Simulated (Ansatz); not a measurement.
Basis sets compared for AlH2(OMe) (CH₅AlO). Total charge 0; singlet. Geometry r2SCAN-D4/def2-TZVP. Ansatz on 4 threads of Intel Xeon 6975P-C on a shared host; times are rough, and most runs start from earlier orbitals.

Cartesian coordinates in Å:
```
Al 0.848 -1.385 -0.459
H 2.429 -1.338 -0.453
H 0.025 -2.672 -0.870
O 0.014 -0.022 -0.017
C -0.683 1.116 0.371
H -1.624 0.846 0.863
H -0.920 1.734 -0.502
H -0.089 1.720 1.066
```

Binding counts from free atoms (Al doublet, H doublet, O triplet, C triplet) in the same basis, without a counterpoise term.

```tsv
level	functions	energy (Eh)	HOMO (eV)	LUMO (eV)	binding per atom (eV)	wall time
HF/STO-3G	24	-353.1644	-7.27	9.61	3.30	0.05 s
PBE-D4/def2-SVP	71	-358.3354	-6.08	-1.47	3.52	0.25 s
PBE0-D4/def2-SVP	71	-358.3711	-7.53	-0.69	3.47	0.25 s
```

Estimate the rows for HF/def2-TZVP, PBE-D4/def2-TZVP, PBE0-D4/def2-TZVP.


| level | functions | energy (Eh) | HOMO (eV) | LUMO (eV) | binding per atom (eV) | wall time |
| --- | --- | --- | --- | --- | --- | --- |
| HF/def2-TZVP | 129 | -357.6412 | -11.07 | 1.73 | 2.58 | 0.25 s |
| PBE-D4/def2-TZVP | 129 | -358.5599 | -6.21 | -1.61 | 3.50 | 0.45 s |
| PBE0-D4/def2-TZVP | 129 | -358.5921 | -7.63 | -0.85 | 3.45 | 0.6 s |
